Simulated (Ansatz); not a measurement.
C5H12O (`CC(C)C(C)O`) at its PBE0-D4/def2-TZVP geometry, where that method's forces vanish. The species carries charge 0 and has multiplicity 1.

```xyz
18

C     1.6218   -0.1426    0.5102
C     0.2501    0.5041    0.3829
C     0.3731    1.9038   -0.2022
C    -0.7030   -0.3473   -0.4491
C    -0.8864   -1.7563    0.0819
O    -1.9477    0.3364   -0.4716
H     2.3045    0.5198    1.0472
H     2.0578   -0.3309   -0.4766
H     1.5898   -1.0900    1.0509
H    -0.1971    0.5838    1.3824
H    -0.6015    2.3825   -0.2935
H     0.8267    1.8650   -1.1983
H     1.0104    2.5302    0.4268
H    -0.2955   -0.4017   -1.4731
H    -1.6413   -2.2891   -0.5045
H     0.0363   -2.3359    0.0231
H    -1.2210   -1.7313    1.1224
H    -2.5769   -0.2005   -0.9589
```

**Question.** What forces (eV/Å) does ωB97M-V/def2-TZVPP give on these atoms in Ansatz? (Estimate.)

**Answer.** Computed: 
```
C1   0.175 -0.086  0.023
C2  -0.119 -0.006  0.167
C3   0.003  0.176 -0.071
C4   0.237 -0.056 -0.169
C5  -0.015 -0.178  0.067
O6  -0.227  0.056 -0.029
H7  -0.046 -0.042 -0.038
H8  -0.034  0.011  0.052
H9   0.005  0.067 -0.033
H10  0.023 -0.011 -0.068
H11  0.073 -0.030  0.007
H12 -0.026 -0.008  0.057
H13 -0.042 -0.045 -0.042
H14 -0.028  0.010  0.075
H15  0.048  0.043  0.039
H16 -0.067  0.043 -0.001
H17  0.026  0.010 -0.063
H18  0.016  0.046  0.027
```
